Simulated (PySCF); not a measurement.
# CO: from HF to coupled cluster

Aim: at the PBE0 minimum of singlet CO, found before, compare methods on energies and levels.

Program: PySCF 2.14.0. Level of theory: several methods, basis C def2-TZVP, O def2-TZVP, no relativity, density fitting. These are calculated values, not measurements.

## Step 1: The starting structure

2 atoms, charge 0, spin multiplicity 1.

Bond lengths: C1–O2 1.123 Å.

```xyz
2
charge 0 multiplicity 1
C     0.0000    0.0000   -0.6419
O     0.0000    0.0000    0.4815
```

## Step 2: CCSD(T)

The steps are one call of a driver around PySCF; scf.py gives each level's set-up. Each SCF starts from the density of the minimum. The driver also runs the species with one electron less or more at the same geometry (one less: multiplicity 2); their logs are not shown.

File scf.py:

```python
from pyscf import gto, scf, dft
mol = gto.M(atom='''
C      0.000000     0.000000    -0.641854
O     -0.000000    -0.000000     0.481543''',
    basis={'C': 'def2-TZVP', 'O': 'def2-TZVP'},
    charge=0, spin=0)
mf = scf.RHF(mol)
aux = {'C': 'def2-universal-JKFIT', 'O': 'def2-universal-JKFIT'}
mf = mf.density_fit(auxbasis=aux)
mf.conv_tol = 1e-08
mf.diis_space = 10
mf.max_cycle = 60
mf.verbose = 4
mf.kernel()
from pyscf import cc
mycc = cc.CCSD(mf, frozen=2).run()
mycc.ccsd_t()
```

Command:

```sh
$ OMP_NUM_THREADS=4 python axn.py task.json out
```

## Step 3: HF

scf.py, as its differences from that of step 2:

```diff
@@ -15,3 +14,0 @@
-from pyscf import cc
-mycc = cc.CCSD(mf, frozen=2).run()
-mycc.ccsd_t()
```

## Step 4: PBE0

scf.py, as its differences from that of step 3:

```diff
@@ -7 +7,2 @@
-mf = scf.RHF(mol)
+mf = dft.RKS(mol, xc='PBE0')
+mf.grids.atom_grid = (75, 302)
```

## Step 5: PBE

scf.py, as its differences from that of step 4:

```diff
@@ -7 +7 @@
-mf = dft.RKS(mol, xc='PBE0')
+mf = dft.RKS(mol, xc='PBE')
```

## Step 6: B3LYP

scf.py, as its differences from that of step 5:

```diff
@@ -7 +7 @@
-mf = dft.RKS(mol, xc='PBE')
+mf = dft.RKS(mol, xc='B3LYP')
```

## Step 7: r2SCAN

scf.py, as its differences from that of step 6:

```diff
@@ -7,2 +7,2 @@
-mf = dft.RKS(mol, xc='B3LYP')
-mf.grids.atom_grid = (75, 302)
+mf = dft.RKS(mol, xc='R2SCAN')
+mf.grids.atom_grid = (90, 434)
```

## Step 8: wB97X

scf.py, as its differences from that of step 7:

```diff
@@ -7,2 +7,2 @@
-mf = dft.RKS(mol, xc='R2SCAN')
-mf.grids.atom_grid = (90, 434)
+mf = dft.RKS(mol, xc='WB97X')
+mf.grids.atom_grid = (75, 302)
```

(Steps that only read results are left out.)

What does the calculation give? Wanted: atomisation energy, CCSD(T) in this basis; vertical ionisation energy, CCSD(T); orbital gap, range; T1, D1; T1, D1 of the cation.

As calculated:

| quantity | value |
| --- | --- |
| atomisation energy, CCSD(T) in this basis | 1052 kJ/mol |
| vertical ionisation energy, CCSD(T) | 13.91 eV |
| orbital gap, range | 7.10 (PBE) to 18.62 (HF) eV |
| T1, D1 | 0.018, 0.038 |
| T1, D1 of the cation | 0.056, 0.124 |

**Reading.** In atomisation energy the functionals lie from +16 kJ/mol (B3LYP) to +72 kJ/mol (PBE) against CCSD(T). In a basis of this size CCSD(T) binds too weakly, often by tens of kJ/mol, while functionals are nearer their limits, so this ranks no functional. HF lacks the correlation that pairing electrons in bonds brings, so it binds too weakly, by 322 kJ/mol even against this CCSD(T). For the vertical ionisation energy, PBE0 comes nearest to CCSD(T) (+0.07 eV) and HF is farthest (-0.85 eV). CCSD(T) took 10 s, about 14 times as long as PBE (0.7 s), which misses it by 0.07 eV. The PBE orbital energy is a poor guide to ionisation (9.0 eV, 4.9 eV too small); the difference of PBE energies gives 13.8 eV. T1 of the cation is large, so the CCSD(T) value that rests on it is in doubt and small misses rank nothing.
